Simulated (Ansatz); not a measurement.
Basis sets over 5 cases of the atomisation energy at wB97M-V with Ansatz (Al to Cl present), each against its own reference: (a) the value in aug-cc-pV5Z; (b) the value in pcseg-4. By their distance from other large sets or by the extrapolation step the references are unsure by up to roughly 0.13 kcal/mol. B3LYP-D3(BJ)/def2-TZVP geometries; electronic energies; unrestricted open shells; VV10 in the functional; no relativity. Cartesian d functions in some cases of 6-31G**, 6-311G**. (X+d) sets on Al to Cl for cc-pVXZ and aug-cc-pVXZ. 

Cases are drawn at random; left out are references unsure by over 0.67 kcal/mol, doubtful singlets, and cases whose largest runs show a restricted determinant unstable towards unrestricted orbitals, <S^2> over 0.1 too high or, where CCSD(T) ran, T1 over 0.025 (0.045 for open shells). Sets are drawn from those converged to one state in every case.

Cases (SMILES) and reference values:
- ClF (F-Cl) → Cl atom + F atom: 63.90 kcal/mol (a)
- C(=S)=S → C atom + 2 S atom: 281.05 kcal/mol (a)
- [PH2] (PH2) → 2 H atom + P atom: 157.44 kcal/mol (a)
- [SiH3] (SiH3) → 3 H atom + Si atom: 226.78 kcal/mol (b)
- P (PH3) → 3 H atom + P atom: 245.53 kcal/mol (b)

| basis | functions over def2-SVP (largest species, mean of cases) | mean signed deviation (kcal/mol) | mean absolute | largest | within 2 kcal/mol |
|---|---|---|---|---|---|
| STO-3G | 0.4 | 53.33 | 54.20 | 96.75 | 0 of 5 |
| 6-31G | 0.6 | -26.96 | 26.96 | 50.00 | 0 of 5 |
| pcseg-1 | 1.0 | -5.85 | 5.85 | 11.01 | 0 of 5 |
| def2-SVP | 1.0 | -0.61 | 1.41 | 4.59 | 4 of 5 |
| 6-31G** | 1.0 | -1.32 | 2.52 | 5.41 | 2 of 5 |
| 6-311G** | 1.4 | -5.37 | 5.37 | 9.84 | 1 of 5 |
| def2-SVPD | 1.5 | -0.91 | 2.67 | 5.84 | 3 of 5 |
| aug-pcseg-1 | 1.6 | -4.90 | 4.90 | 9.48 | 0 of 5 |
| aug-cc-pVDZ | 1.8 | -2.56 | 2.56 | 4.45 | 1 of 5 |
| cc-pVTZ | 2.3 | -0.13 | 0.35 | 0.75 | 5 of 5 |
| def2-TZVPD | 2.3 | -0.24 | 0.29 | 0.74 | 5 of 5 |
| def2-TZVPP | 2.4 | 0.19 | 0.53 | 0.86 | 5 of 5 |
| jun-cc-pV(T+d)Z | 2.7 | -0.36 | 0.42 | 1.06 | 5 of 5 |
| 6-311++G(3df,3pd) | 2.9 | 0.02 | 0.21 | 0.36 | 5 of 5 |
| def2-TZVPPD | 2.9 | 0.12 | 0.43 | 0.70 | 5 of 5 |
| aug-pcseg-2 | 3.3 | -0.68 | 0.68 | 1.08 | 5 of 5 |
| cc-pVQZ | 4.2 | 0.08 | 0.11 | 0.16 | 5 of 5 |
| def2-QZVP | 4.4 | -0.15 | 0.15 | 0.26 | 5 of 5 |
| def2-QZVPPD | 4.9 | -0.14 | 0.14 | 0.31 | 5 of 5 |
| aug-pcseg-3 | 6.3 | 0.01 | 0.06 | 0.11 | 5 of 5 |

Among the sets for which every case ran a larger relative (same family, alike in diffuse functions, listed or not), the smallest listed that holds all cases within 2 kcal/mol together with them is cc-pVTZ, at 2.3 times the functions of def2-SVP, level with def2-TZVPD. Inside, though some case ran no larger relative to test it: 6-311++G(3df,3pd), def2-QZVP, def2-QZVPPD, aug-pcseg-3. Largest deviations of relatives not listed, over the cases that ran them: aug-cc-pVTZ 1.16, def2-QZVPP 0.26, aug-cc-pVQZ 0.13, cc-pV5Z 0.08, aug-cc-pV5Z 0.00 kcal/mol. These figures hold for the cases listed.

Ansatz is a quantum-chemistry and plane-wave program.
